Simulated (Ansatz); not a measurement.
Born–Oppenheimer molecular dynamics of AlH$_{4}$N (6 atoms, charge 0, multiplicity 1). It goes on from the last frame of an earlier run, with new velocities.

Theory: RKS r2SCAN-D4/def2-SVP in Ansatz 0.2.0.

```json
{
  "ensemble": "NVE (velocity Verlet)",
  "time step": "0.5 fs",
  "steps asked": "166",
  "starting velocities drawn for": "700 K",
  "masses": "H 3.016 u",
  "seed": "993455"
}
```

First frame:

```xyz
6
Properties=species:S:1:pos:R:3
Al 0.003 -0.023 0.034
N 0.038 0.099 1.809
H -0.812 0.001 2.357
H 0.842 -0.054 2.426
H 1.431 -0.178 -0.660
H -1.399 0.192 -0.725
```

Task: How far do the bonds stretch over the last three quarters of this one trajectory? (Pairs bonded in most of those frames.)

Result: 
```
  bond  mean (Å)  spread (Å)  shortest  longest
Al1–N2     1.784       0.014      1.76     1.81
Al1–H5     1.592       0.019      1.56     1.63
Al1–H6     1.594       0.085      1.48     1.72
 N2–H3     1.021       0.017      0.99     1.05
 N2–H4     1.023       0.025      0.99     1.06
```

Mean temperature of the second half: 388 K. The conserved energy stayed within 0.12 meV per atom of its start (net change 0.072 meV per atom), so the integration is sound. Over the second half the temperature averaged 0.55 of the 700 K drawn at the start: a run that starts near a minimum puts about half its kinetic energy into the potential. A run of 0.083 ps of so small a system gives no equilibrium averages.

The run took 5.2 min on 1 thread of Arm Neoverse V1, on a shared host, peak memory 0.1 GiB.
